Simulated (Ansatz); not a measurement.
The input, for Ansatz 0.2.0:

```yaml
crystal:
  periodic: [false, false, false]
  atoms:
    - {symbol: Ti, position_ang: [0.000000, 0.000000, 0.989104]}
    - {symbol: Si, position_ang: [0.000000, 0.000000, -1.513069]}
    - {symbol: H, position_ang: [0.000000, 1.192434, -2.405979]}
    - {symbol: H, position_ang: [0.000000, -1.192434, -2.405979]}
basis:
  gaussian: {orbitals: STO-3G, point_charges: [{charge: 1.00, position_ang: [2.707, -0.201, 0.874]}]}
total_charge: 1
magnetization: {spin_polarized: false, initial_magnetization: 3}
correlation: {method: ccsdt, electrons: outside_noble_gas, diis_vectors: 4}
```

```sh
$ ansatz run in.yaml --threads 1 --pin off --events-out ev --progress --plain --max-ram 2393MiB
```

Output:

```
555 factors; integrals over basis functions are off by at most 1.4e-7 eV
mean field evaluation 1: about -30638.4785 eV, gradient 1.6e1 eV
mean field evaluation 2: about -30638.4934 eV, gradient 1.6e1 eV
mean field evaluation 4: about -30641.0929 eV, gradient 2.5e0 eV
mean field evaluation 8: about -30641.7580 eV, gradient 7.2e-1 eV
mean field evaluation 16: about -30642.0497 eV, gradient 5.6e-1 eV
mean field evaluation 32: about -30638.4828 eV, gradient 1.6e1 eV
mean field evaluation 64: about -30642.0878 eV, gradient 1.9e-1 eV
mean field evaluation 96: about -30642.0300 eV, gradient 1.2e0 eV
mean field evaluation 128: about -30639.5523 eV, gradient 3.6e0 eV
mean field evaluation 160: about -30642.0267 eV, gradient 1.1e0 eV
...
mean field -30642.12179032 eV, -1126.0772058181 hartree, gradient 1.8e-6 eV, S^2 3.750000; 21 other end points of the search recorded, 0 dependent functions left out
...
determinant -30642.12179032 eV, -1126.0772058181 hartree, with singles and doubles -30644.16271737 eV, -1126.1522085038 hartree
determinant -30642.05282960 eV, -1126.0746715584 hartree, with singles and doubles -30644.10254665 eV, -1126.1499972706 hartree
determinant -30641.59657092 eV, -1126.0579043613 hartree, with singles and doubles -30643.69617567 eV, -1126.1350634124 hartree
determinant -30641.38625138 eV, -1126.0501752606 hartree, with singles and doubles -30643.04511606 eV, -1126.1111374132 hartree
determinant -30641.27227666 eV, -1126.0459867669 hartree, with singles and doubles -30643.30873988 eV, -1126.1208254098 hartree
determinant -30641.17040270 eV, -1126.0422429680 hartree, with singles and doubles -30642.88647748 eV, -1126.1053075530 hartree
determinant -30641.10222512 eV, -1126.0397374882 hartree, with singles and doubles -30643.12799869 eV, -1126.1141832939 hartree
determinant -30640.93249645 eV, -1126.0335000747 hartree, with singles and doubles -30642.70452697 eV, -1126.0986209951 hartree
determinant -30642.12179032 eV, -1126.0772058181 hartree, with singles and doubles -30644.16918911 eV, -1126.1524463359 hartree
determinant -30642.05282960 eV, -1126.0746715584 hartree, with singles and doubles -30644.11838049 eV, -1126.1505791536 hartree
determinant -30641.59657092 eV, -1126.0579043613 hartree, with singles and doubles -30643.71948421 eV, -1126.1359199855 hartree
14 core orbitals not correlated: weight in the atoms' cores, before any rotation towards them, 0.999 or more for the frozen orbitals, at most 0.000 for the correlated occupied ones
reference -30642.12179032 eV, -1126.0772058181 hartree; 6, 3 occupied and 9, 12 virtual orbitals, 555 factors
second order -1.25991481 eV of doubles, -0.00368379 eV of singles
...
cycle 188  -2.13659984 eV  change   -4.3e-9 eV  update   1.4e-6
cycle 189  -2.13659995 eV  change   -1.1e-7 eV  update   1.4e-6
cycle 190  -2.13660006 eV  change   -1.1e-7 eV  update   1.3e-6
cycle 191  -2.13660011 eV  change   -5.2e-8 eV  update   1.3e-6
cycle 192  -2.13660019 eV  change   -8.1e-8 eV  update   1.3e-6
cycle 193  -2.13660021 eV  change   -1.8e-8 eV  update   1.3e-6
cycle 194  -2.13660023 eV  change   -2.1e-8 eV  update   1.2e-6
cycle 195  -2.13660019 eV  change    4.1e-8 eV  update   1.2e-6
cycle   1  -2.13659915 eV  update   1.1e-6
cycle   2  -2.13659853 eV  change    6.2e-7 eV  update   1.1e-6
Total energy: -30644.25838885 eV, -1126.1557243658 hartree
```

The T1 diagnostic is 0.053.

Ran on 1 thread of Arm Neoverse V2, shared host: 11 s wall, 0.08 GiB peak host memory.
